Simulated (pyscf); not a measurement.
Structures and frequencies: ωB97X-D3(BJ)/def2-SVP in PySCF.

SMILES: [O]=[W]([OH])([OH])([F])[F]
```xyz
8

O     -0.4793     1.4452    -1.8385
W      0.3467     1.0341    -0.4395
O     -0.6482    -0.4010     0.2036
O      1.7282    -0.1866    -0.8804
F      1.7608     2.2801    -0.4465
F     -0.2718     2.0910     0.9826
H     -0.5755    -1.0307     0.9288
H      2.5890     0.1335    -1.1791
```

How much does it cost (ΔH, 298 K, ωB97M-D3(BJ)/def2-TZVP) to split O=W(OH)(OH)(F)–F at its O–W bond into [O=W(OH)(F)–F]• + OH•?

O–W to [O=W(OH)(F)–F]• + OH•: 413.0 kJ/mol. The 7 functionals that were run give +411.3 (M06-2X) to +445.0 kJ/mol (PBE). The radicals are drawn with the spin at the cut bond; how far it spreads was not checked. Other isomers of [O=W(OH)(F)–F]• were not searched in full and may lie lower. Left out: the spin-orbit lowering of OH. Open-shell species with a d-block atom are single-reference here; other states, and whether the spin sits on metal or ligand, were not checked. Elements past Kr carry the def2 core potentials, without spin-orbit coupling.
